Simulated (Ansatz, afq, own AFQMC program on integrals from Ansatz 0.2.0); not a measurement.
SiNH₂, doublet in cc-pVDZ, levels against CCSDT(Q)

```xyz
4

Si    0.0000   -0.1019    0.4317
N     0.0000    0.1490   -0.8337
H     0.0000    1.1927    1.2184
H     0.0000   -0.4237   -1.6626
```

Connectivity, by distances: SiH–NH.

Basis cc-pVDZ. Only valence electrons are correlated. Integrals, coupled cluster, full CI and functionals: Ansatz 0.2.0; the random walks run on the same integrals in our own AFQMC program. The CISD trial takes its coefficients from CCSD amplitudes. Released means that phaseless walkers are propagated on without the constraint, phases kept. ± is one standard error of the sampling.

Determinant: UHF, the one that the program's search chose, which needn't be the lowest solution. The geometry is a point of a scan.

No full CI on the walks' own integrals is used here; CCSDT(Q) serves as the reference and is uncertain by about the last step of the cluster series.

- T1 diagnostic: 0.0214
- weight of the determinant in the CISD state: 0.887
- ⟨S²⟩ of the determinant: 0.768
- size of the correlated space: 11 electrons in 36 orbitals

Reference: CCSDT(Q), correlation energy -7.394 eV. The released energy is read at 2.40 1/Eh (meV from the phaseless value at times in 1/Eh: -6 ± 20 at 0.24, -19 ± 17 at 0.51, -22 ± 15 at 0.99, -12 ± 14 at 1.62, 8 ± 16 at 2.40).

```
         level  E − E(reference) (kcal/mol)  share of correlation (%)
            HF                       170.52                      0.00
           MP2                        19.41                     88.62
          CCSD                         6.27                     96.32
       CCSD(T)                         1.02                     99.40
         CCSDT                         0.53                     99.69
 ph-AFQMC/CISD                 -0.06 ± 0.44                    100.03
released AFQMC                  0.13 ± 0.37                     99.93
```

A walk keeps the symmetry of its determinant, which the program's search chose and which needn't be the lowest solution, so a lower state of the same spin and another symmetry isn't excluded. Released energies are given only where the last usable release times agree within the noise; a slower fall can still hide under it.
